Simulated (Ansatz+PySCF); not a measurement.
Values are calculated unless marked as measured or tabulated.
Input for PySCF 2.14.0:

```python
from pyscf import gto, scf, mp

# the (T+d) and (D+d) sets load through basis_set_exchange
mol = gto.M(atom="""
C -0.031950 0.000000 -0.833620
P 0.555750 0.000000 0.849620
H -0.043960 0.923970 -1.398890
H -0.043960 -0.923970 -1.398890
H -0.217940 -1.053130 1.390890
H -0.217940 1.053130 1.390890
""", basis={'C': 'cc-pvtz', 'H': 'cc-pvtz', 'P': 'cc-pv(t+d)z'}, charge=0, spin=1)
mf = scf.UHF(mol)
mf.kernel()
pt = mp.MP2(mf, frozen=6).run()
print(mf.e_tot, pt.e_corr, pt.e_tot)
```

The script is written out from the run's settings.

Results

| Quantity | Value |
| --- | --- |
| Converged | yes |
| Reference energy | -380.91306 hartree |
| Correlation energy | -0.30520 hartree |
| Total energy | -381.21826 hartree |
| Spin squared of the determinant | 0.770 |
